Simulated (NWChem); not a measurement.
# One shape, several levels: [NO2]+ (SMILES O=[N+]=O)

We compute a comparison of 6 runs (B3LYP/def2-TZVP, PBE0/def2-TZVPPD, B3LYP/6-31G, SVWN5/def2-TZVPPD, r2SCAN/def2-TZVPPD, MP2/def2-TZVPPD) of [NO2]+. 

The results are computed with NWChem 7.3.0.

## Step 1: The structure to begin with

[NO2]+ has 3 atoms, charge +1, and is taken as a singlet. As SMILES, `O=[N+]=O`. The shape is that of a PBE0-D4/def2-TZVP optimisation.

Bond lengths: O1–N2 1.110 Å, N2–O3 1.110 Å. Angles: O1–N2–O3 180.0°.

## Step 2: Energy and gradient at B3LYP/def2-TZVP (run 1)

geom.nw reads:

```
start geom
memory total 2200 mb
charge 1

geometry units angstroms noautosym nocenter noautoz
  O    -0.572980    0.927020   -0.209580
  N    -0.000010   -0.000010    0.000000
  O     0.572990   -0.927010    0.209580
end

basis spherical bse
  * library def2-TZVP
end

dft
  xc b3lyp
  grid fine
  convergence energy 1e-08
  iterations 100
  mulliken
  print low
end

task dft gradient
```

Command:

```bash
$ nwchem geom.nw > geom.out
```

The log of the run:

```text
[...]
 d= 0,ls=0.0,diis     1   -204.6782247703 -2.73D+02  1.31D-02  1.81D+00     0.7
[...]
 d= 0,ls=0.0,diis     9   -204.8083990072 -1.84D-10  1.19D-08  3.06D-12     4.9
         Total DFT energy =     -204.808399007233
      One electron energy =     -406.961987091072
           Coulomb energy =      157.122762174279
    Exchange-Corr. energy =      -23.633341235132
 Nuclear repulsion energy =       68.664167144692
[...]
      Total Density - Mulliken Population Analysis
     ---------------------------------------------
    Atom       Charge   Shell Charges
 -----------   ------   -------------------------------------------------------
    1 O    8     7.93   0.79  1.17  0.65  1.00  0.34  1.83  1.66  0.42  0.01  0.05  0.00
    2 N    7     6.14   0.82  1.15  0.65  0.35  0.00  1.55  1.24  0.16  0.04  0.17  0.02
    3 O    8     7.93   0.79  1.17  0.65  1.00  0.34  1.83  1.66  0.42  0.01  0.05  0.00
[...]
                         DFT ENERGY GRADIENTS
    atom               coordinates                        gradient
                 x          y          z           x          y          z
   1 O      -1.082775   1.751814  -0.396049    0.007147  -0.011557   0.002613
   2 N      -0.000019  -0.000019   0.000000    0.000006  -0.000021   0.000004
   3 O       1.082794  -1.751795   0.396049   -0.007153   0.011578  -0.002617
 Task  times  cpu:        7.0s     wall:        7.0s
 Total times  cpu:        7.0s     wall:        7.0s
```

Wall time 7.8 s (1 thread of AMD EPYC 9B45 (Zen 5), shared host); peak memory 0.12 GiB.

## Step 3: Energy and forces at PBE0/def2-TZVPPD (run 2)

struct.xyz reads:

```xyz
3
nitryl ion
O     -0.572980     0.927020    -0.209580
N     -0.000010    -0.000010     0.000000
O      0.572990    -0.927010     0.209580
```

run.py reads:

```python
from ase.io import read
from ase.calculators.nwchem import NWChem

mol = read('struct.xyz')

calc = NWChem(
    label='struct',
    theory='dft',
    memory='2200 mb',
    basis='def2-TZVPPD',
    basispar='spherical bse',
    charge=1,
    dft={'xc': 'pbe0', 'mult': '1', 'grid': 'fine', 'convergence': 'energy 1e-08', 'iterations': '100', 'mulliken': None, 'print': 'low'},
)
mol.calc = calc

forces = mol.get_forces()
e = mol.get_potential_energy()
print(f"E = {e:.6f} eV")
print("forces (eV/A):")
for s, f in zip(mol.symbols, forces):
    print(f"{s:2s} {f[0]:10.5f} {f[1]:10.5f} {f[2]:10.5f}")
```

Command:

```bash
$ export ASE_NWCHEM_COMMAND="nwchem PREFIX.nwi > PREFIX.nwo"
$ python run.py
```

The log of the run:

```text
E = -5567.499998 eV
forces (eV/A):
O    -0.00370    0.00566   -0.00129
N    -0.00026    0.00108   -0.00021
O     0.00396   -0.00674    0.00149
```

The calculator wrote struct.nwi:

```
title "struct"

permanent_dir struct

scratch_dir struct

start struct

geometry units angstrom nocenter noautosym noautoz
  O  -5.7298000000000004e-01 9.2701999999999996e-01 -2.0957999999999999e-01
  N  -1.0000000000000001e-05 -1.0000000000000001e-05 0.0000000000000000e+00
  O  5.7299000000000000e-01 -9.2701000000000000e-01 2.0957999999999999e-01
end

charge 1

memory 2200 mb

basis spherical bse noprint
   * library def2-TZVPPD
end

dft
  xc pbe0
  mult 1
  grid fine
  convergence energy 1e-08
  iterations 100
  mulliken
  print low
end

task dft gradient
```

struct.nwo:

```text
Northwest Computational Chemistry Package (NWChem) 7.3.0
             --------------------------------------------------------

           Job information
           ---------------

    nwchem branch   = 7.3.0
    use scalapack   = T
    input           = struct.nwi
    prefix          = struct.
    data base       = struct/struct.db
    status          = startup
    nproc           =        1

           Memory information
           ------------------

    heap     =     72089600 doubles =      550.0 Mbytes
    stack    =     72089597 doubles =      550.0 Mbytes
    global   =    144179200 doubles =     1100.0 Mbytes (distinct from heap & stack)
    total    =    288358397 doubles =     2200.0 Mbytes
    verify   = yes
    hardfail = no

           Directory information
           ---------------------

  0 permanent = struct
  0 scratch   = struct

                                NWChem Input Module
                                -------------------

                                      struct
                                      ------

[... 22 lines left out ...]
            Nuclear Dipole moment (a.u.)
[... 57 lines left out ...]
   convergence    iter        energy       DeltaE   RMS-Dens  Diis-err    time
[... 7 lines left out ...]
         Total DFT energy =     -204.601852812380
      One electron energy =     -406.894281535463
           Coulomb energy =      157.047455606914
    Exchange-Corr. energy =      -23.419194028524
 Nuclear repulsion energy =       68.664167144692
[... 15 lines left out ...]
     -------------------------------------------
      Total Density - Lowdin Population Analysis
     -------------------------------------------

    Atom       Charge   Shell Charges
 -----------   ------   -------------------------------------------------------
    1 O    8     7.49   0.88  1.09  0.54  0.55  0.24  0.06  1.65  1.65  0.52  0.05  0.01  0.11  0.12  0.02
    2 N    7     7.02   0.89  1.06  0.40  0.30  0.13  0.06  1.32  1.26  0.44  0.05  0.66  0.39  0.06
    3 O    8     7.49   0.88  1.09  0.54  0.55  0.24  0.06  1.65  1.65  0.52  0.05  0.01  0.11  0.12  0.02

                         DFT ENERGY GRADIENTS

    atom               coordinates                        gradient
                 x          y          z           x          y          z
   1 O      -1.082775   1.751814  -0.396049    0.000072  -0.000110   0.000025
   2 N      -0.000019  -0.000019   0.000000    0.000005  -0.000021   0.000004
   3 O       1.082794  -1.751795   0.396049   -0.000077   0.000131  -0.000029

 Task  times  cpu:       13.8s     wall:       13.8s
 Total times  cpu:       13.8s     wall:       13.8s
```

It took 15 s on 1 thread of AMD EPYC 9B45 (Zen 5), shared host; peak memory 0.13 GiB.

Runs 3 to 4 aren't shown in full; the table further down has their settings and results.

## Step 4: Energy and gradient at r2SCAN/def2-TZVPPD (run 5)

nw.nw reads:

```
start nw
title "NO2 gradient"
memory total 2200 mb
charge 1

geometry noautosym nocenter noautoz
O    -0.572980    0.927020   -0.209580
N    -0.000010   -0.000010    0.000000
O     0.572990   -0.927010    0.209580
end

basis spherical bse
* library def2-TZVPPD
end

dft
xc r2scan
grid fine
convergence energy 1e-08
maxiter 100
mulliken
end

task dft gradient
```

Command:

```bash
$ nwchem nw.nw > nw.out
```

The log of the run:

```text
[...]
          Wavefunction type:  closed shell.
          No. of atoms     :     3
          No. of electrons :    22
[...]
          Charge           :     1
          Spin multiplicity:     1
[...]
          AO basis - number of functions:   117
[...]
              XC Information
              --------------
                      r^2SCAN Method XC Functional
               r^2SCAN metaGGA Exchange Functional  1.000
                     r^2SCAN Correlation Potential  1.000
[...]
 d= 0,ls=0.0,diis     1   -204.5961680990 -2.73D+02  1.20D-02  1.74D+00     1.4
[...]
 d= 0,ls=0.0,diis    10   -204.7277397725 -6.47D-09  2.44D-07  1.14D-08    11.3
         Total DFT energy =     -204.727739772537
      One electron energy =     -407.007442178853
           Coulomb energy =      157.175241831366
    Exchange-Corr. energy =      -23.559706569743
 Nuclear repulsion energy =       68.664167144692
[...]
      Total Density - Mulliken Population Analysis
     ---------------------------------------------
    Atom       Charge   Shell Charges
 -----------   ------   -------------------------------------------------------
    1 O    8     8.24   0.80  1.17  0.65  1.02  0.49  0.04  1.81  1.72  0.47  0.01  0.01  0.05  0.01  0.00
    2 N    7     5.51   0.82  1.15  0.66  0.29 -0.14 -0.10  1.53  1.28 -0.04  0.04  0.13 -0.11  0.02
    3 O    8     8.24   0.80  1.17  0.65  1.02  0.49  0.04  1.81  1.72  0.47  0.01  0.01  0.05  0.01  0.00
[...]
  wavefunction    = closed shell
                         DFT ENERGY GRADIENTS
    atom               coordinates                        gradient
                 x          y          z           x          y          z
   1 O      -1.082775   1.751814  -0.396049    0.010321  -0.016693   0.003774
   2 N      -0.000019  -0.000019   0.000000    0.000006  -0.000021   0.000004
   3 O       1.082794  -1.751795   0.396049   -0.010328   0.016714  -0.003778
[...]
```

It took 17 s on 1 thread of AMD EPYC 9B45 (Zen 5), shared host; peak memory 0.13 GiB.

## Step 5: Energy and forces at MP2/def2-TZVPPD (run 6)

no2.nw reads:

```
start no2
memory 2200 mb
charge 1

geometry noautosym nocenter noautoz
   O       -0.572980       0.927020      -0.209580
   N       -0.000010      -0.000010       0.000000
   O        0.572990      -0.927010       0.209580
end

basis spherical bse
   O library def2-TZVPPD
   N library def2-TZVPPD
end

scf
   thresh 1e-08
   maxiter 80
end

mp2
   freeze core 3
   tight
end

task mp2 gradient
```

Command:

```bash
$ nwchem no2.nw > no2.out
```

The log of the run:

```text
[...]
  functions       =   117
[...]
  wavefunction    = RHF
[...]
         Total SCF energy =   -203.777608460375
      One-electron energy =   -406.273205968072
      Two-electron energy =    133.831430363005
 Nuclear repulsion energy =     68.664167144692
        Time for solution =     12.6s
[...]
          Total MP2 energy          -204.461374358665
[...]
                         mp2 ENERGY GRADIENTS
    atom               coordinates                        gradient
                 x          y          z           x          y          z
   1 O      -1.082775   1.751814  -0.396049    0.030746  -0.049740   0.011246
   2 N      -0.000019  -0.000019   0.000000    0.000009  -0.000023   0.000005
   3 O       1.082794  -1.751795   0.396049   -0.030756   0.049763  -0.011250
[...]
```

It took 38 s on 1 thread of AMD EPYC 9B45 (Zen 5), shared host; peak memory 0.39 GiB.

## Step 6: Overview of the runs

```csv
run,level,integration grid,iteration cap,energy (Eh),largest force (eV/Å),wall time
1,B3LYP/def2-TZVP,fine,100,-204.808399,0.713,7.8 s
2,PBE0/def2-TZVPPD,fine,100,-204.601853,0.008,15 s
3,B3LYP/6-31G,xfine,100,-204.593297,5.403,2.1 s
4,SVWN5/def2-TZVPPD,fine,100,-203.353629,1.187,15 s
5,r2SCAN/def2-TZVPPD,fine,100,-204.727740,1.029,17 s
6,MP2/def2-TZVPPD,–,80,-204.461374,3.063,38 s
```

## Step 7: What came out

```
                                          quantity          value
                               run 6: total energy  -204.46137 Eh
        run 6: HOMO energy (Hartree–Fock orbitals)      -25.12 eV
        run 6: LUMO energy (Hartree–Fock orbitals)       -6.04 eV
      run 6: HOMO–LUMO gap (Hartree–Fock orbitals)       19.08 eV
run 6: correlation energy (3 core orbitals frozen)     -683.8 mEh
                   run 6: largest force on an atom     3.063 eV/Å
```

Over runs 3, 4, 5 the HOMO–LUMO gap runs from 7.55 eV (SVWN5/def2-TZVPPD) to 9.16 eV (B3LYP/6-31G). The two ends differ in method and basis. Totals of different functionals can't be ranked against each other. All runs together took 94 s, the longest 38 s.
